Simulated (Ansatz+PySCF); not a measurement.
doublet C2H6N: levels of theory in one basis

```xyz
9

C     1.2567   -0.2530    0.0910
N     0.0936    0.4714   -0.1364
C    -1.1913   -0.1865    0.0334
H    -1.9925    0.4819   -0.2887
H     1.2539   -1.2824   -0.2480
H     2.1858    0.3012    0.0460
H     0.1154    1.4140    0.2279
H    -1.2245   -1.0781   -0.5987
H    -1.3853   -0.4999    1.0701
```

Basis set: cc-pVTZ (spherical functions). Correlated methods keep 3 orbitals frozen. Correlation on ROHF uses semicanonical orbitals with singles. Charge 0, multiplicity 2.

Computed with Ansatz (development build ahead of 0.2.0); each method stands on the lowest determinant of its kind that the runs found.

```csv
method,E − E(ROHF) (eV),<S²> of the determinant
ROHF,0.00,0.75
UHF,-0.13,0.76
ROHF-MP2,-14.92,–
UHF-MP2,-14.90,0.76
```

(1) Is a single determinant a sound starting point here?

Results:

(1) By this sign, yes. Unrestricted orbitals gain 0.13 eV and <S²> is 0.76 against 0.75 for a pure state.
